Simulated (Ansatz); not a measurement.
Strength of the S–H bond: CH4S2 → CH3S2 + H

Species: CH4S2 (methyl hydrodisulfide) `CSS`, singlet; CH3S2 (methyldithio radical) `CS[S]`, doublet; H atom, doublet. 

Shapes, held fixed at every level: PBE0-D4/def2-TZVP. Flexible molecules stand in one conformer, not always the lowest. Programs: Ansatz 0.2.0. The zero-point and thermal change to 298 K, harmonic and unscaled (PBE0-D4/def2-TZVP), is -18.1 kJ/mol.

| level | kind | ΔH(298 K) (kJ/mol) | less CCSD(T)/CBS estimate |
| --- | --- | --- | --- |
| PBE-D4/def2-TZVPP | GGA | +275.3 | -24.7 |
| r2SCAN0-D4/def2-TZVPP | global hybrid | +282.3 | -17.7 |
| B2PLYP/def2-TZVPP | double hybrid | +284.4 | -15.6 |
| MP2/def2-SVP | perturbation theory | +277.1 | -22.9 |
| MP2/def2-TZVPP | perturbation theory | +290.1 | -9.9 |
| CCSD(T)/def2-SVP | coupled cluster or CI | +283.9 | -16.1 |
| CCSD/def2-TZVPP | coupled cluster or CI | +294.2 | -5.8 |
| CCSD(T)/CBS estimate | coupled cluster or CI | +300.0 | 0.0 |

The highest level, CCSD(T)/CBS estimate, gives ΔH(298 K) = +300.0 kJ/mol; the levels span +275.3 to +300.0. The column of differences is taken from that level and isn't an error. No measured value is set beside it here. Open shells run unrestricted unless RO is named. The CBS estimate extrapolates MP2 from def2-TZVPP and def2-QZVPP and adds CCSD(T) − MP2 in the triple-zeta set, cores frozen.
